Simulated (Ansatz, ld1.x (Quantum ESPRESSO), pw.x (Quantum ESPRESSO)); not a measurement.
**vanadium: one change to the PAW potential, in the atom and in the bcc crystal**

ld1.x (Quantum ESPRESSO) 7.5 input, shortened:

```
&input
   title='V', zed=23., rel=1, dft='PBE', iswitch=3,
   config='[Ar] 3d3.5 4s1.5 4p0'
 /
 &inputp
   pseudotype=3, lpaw=.true., tm=.true., lloc=-1, rcloc=2.30,
   nlcc=.true., new_core_ps=.true., rcore=1.50,
   which_augfun='BESSEL', rmatch_augfun=1.00
 /
6
4S  1  0   1.50   0.00  2.00  2.70  0.0
4S  1  0   0.00   2.95  2.00  2.70  0.0
3P  2  1   6.00   0.00  1.40  1.75  0.0
4P  3  1   0.00   0.00  1.40  1.75  0.0
3D  3  2   3.50   0.00  1.25  1.60  0.0
3D  3  2   0.00   0.30  1.25  1.60  0.0
 &test
   configts(1)='3p6 3d3.5 4s1.5 4p0'
 /
```

Change: local potential all-electron potential smoothed inside 2.62 bohr (lloc = -1).

Cutoffs, loose and tight: the cutoffs (Ry, on a coarse ladder) from which the occupation-weighted sum of valence levels, in a spherical-Bessel basis at the reference potential, stays within 10 and 1 mRy of its value at 400 Ry. They do not see the model core or the augmentation charge, which bear on the density cutoff. Test errors are all-electron minus pseudo excitation energies from the reference, over the configurations 3p6 3d3 4s2 4p0; 3p6 3d3 4s1 4p0; 3p6 3d3 4s0 4p0; 3p6 3d4 4s1 4p0; 3p6 3d1 4s0 4p0; 3p6 3d3 4s0 4p2; 3p6 3d2 4s2 4p0; variants that change the core or the reference have their own tests.

Crystal test: bcc V in pw.x 7.5, no spin, 15³ k-points, Fermi–Dirac smearing 0.01 Ry, cutoffs set for each file from its atomic test. The reference is all-electron LAPW (Ansatz 0.2.0) with the same functional, mesh and smearing; V0 and B0 come from Birch–Murnaghan fits to the pressures at five volumes. Errors are pseudo minus all-electron; Δ is the rms difference of the E(V) curves that follow from these fits, minima aligned, over ±6 % about the mean V0. Mesh and smearing are coarse, so the numbers serve the comparison and aren't converged zero-temperature values; the lattice is a test structure that the element need not adopt.

All-electron: a0 = 3.000 Å (V0 = 13.50 Å³/atom), B0 = 179.4 GPa.

**Question.** Does the change bring the crystal closer to the all-electron result?

**Answer.** The mean pressure error goes from +0.41 to +1.62 GPa, so the change moves the solid further from the all-electron pressures. At 80 % of its cutoff the pressure of the base moves by -0.47 GPa.

```tsv
quantity	base	changed
outcome (atom)	generated	generated
cutoff, loose (atom)	40 Ry	40 Ry
cutoff, tight (atom)	70 Ry	70 Ry
bound ghosts (atom)	none	none
largest test error (meV) (atom)	+21 over the solved tests; 1 of 7 tests not solved or not reliable	-3.5 over the solved tests; 1 of 7 tests not solved or not reliable
cutoffs in pw.x (Ry)	85/680	85/680
a0 (Å)	3.002	3.008
a0 error (%)	+0.07	+0.28
B0 error (%)	+0.8	+1.2
Δ (meV/atom)	1.1	4.5
mean pressure error (GPa)	+0.41	+1.62
```

Base: The largest radius (2.70 bohr) exceeds half the bond length (2.45 bohr), so the spheres overlap, which is one possible source of error among others. Atomic configuration tests: 1 of 7 tests not solved or not reliable. Changed file: The largest radius (2.70 bohr) exceeds half the bond length (2.45 bohr), so the spheres overlap, which is one possible source of error among others. Atomic configuration tests: 1 of 7 tests not solved or not reliable. The atomic cutoffs weigh occupied waves only.
